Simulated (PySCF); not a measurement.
Potential energy curve for SMILES S (H2S), singlet. The S1–H3 bond (S1 also carries H; H3 carries nothing else) is varied alone, starting from the PBE0/def2-TZVP optimised geometry.

Levels of theory: RKS-wB97X-V = PySCF 2.14.0 with restricted wB97X-V/cc-pVTZ; RCCSD = CCSD on RHF/cc-pVTZ, 5 core orbitals frozen run with PySCF; RKS-PBE0 = restricted PBE0/cc-pVTZ (PySCF); UCCSD(T) = CCSD(T) on UHF/cc-pVTZ, 5 core orbitals frozen (PySCF).

Energies are in kcal/mol, each relative to the lowest point of its own curve near equilibrium.

```csv
R / Å,RKS-wB97X-V,RCCSD,RKS-PBE0,UCCSD(T)
0.99,75.4,74.4,75.6,74.7
1.08,34.7,34.0,34.9,34.2
1.15,16.2,15.7,16.4,15.9
1.22,5.7,5.4,5.9,5.6
1.26,2.4,2.2,2.5,2.3
1.31,0.3,0.3,0.4,0.3
1.34,0.0,0.0,0.0,0.0
1.39,0.7,0.7,0.6,0.7
1.42,1.7,1.8,1.6,1.7
1.47,4.3,4.3,4.0,4.1
1.56,10.8,10.6,10.2,10.3
1.67,20.7,20.1,19.8,19.5
1.80,33.8,32.2,32.3,31.4
1.99,53.3,49.4,50.7,48.7
2.22,75.2,67.3,71.1,66.8
2.39,89.6,77.7,84.2,77.3
2.66,109.3,89.7,101.5,87.2
2.99,128.5,98.2,117.5,91.4
3.26,140.8,102.0,127.0,92.4
3.61,153.2,104.5,135.9,92.9
4.01,163.8,105.9,142.6,93.1
4.70,175.8,106.9,149.0,93.2
```

At the longest distance, 4.70 Å, RKS-wB97X-V lies highest above its minimum (175.8 kcal/mol) and UCCSD(T) lowest (93.2 kcal/mol).

The restricted form behind RKS-wB97X-V, RKS-PBE0 keeps the bonding electrons paired and can't separate into open-shell fragments. The T1 diagnostic of CCSD on the restricted reference of RCCSD exceeds 0.045 at 3.61 to 4.70 Å. The unrestricted determinant behind UCCSD(T) is spin-contaminated at 1.80 to 4.70 Å (<S²> up to 1.0, against 0.00 for a pure singlet).
